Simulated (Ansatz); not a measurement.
Q: Predict a relaxed structure of Li₃⁺ (the lowest singlet isomer of a short search), charge 1, singlet, at r2SCAN/def2-TZVP (Ansatz).

A: 
```xyz
3

Li    0.126   -0.248   -1.739
Li   -0.137   -1.385    1.079
Li    0.011    1.633    0.660
```
Point group D3h (tolerance 0.1 Å). This is one stationary point.

The structure comes from a short search, and lower isomers may exist.
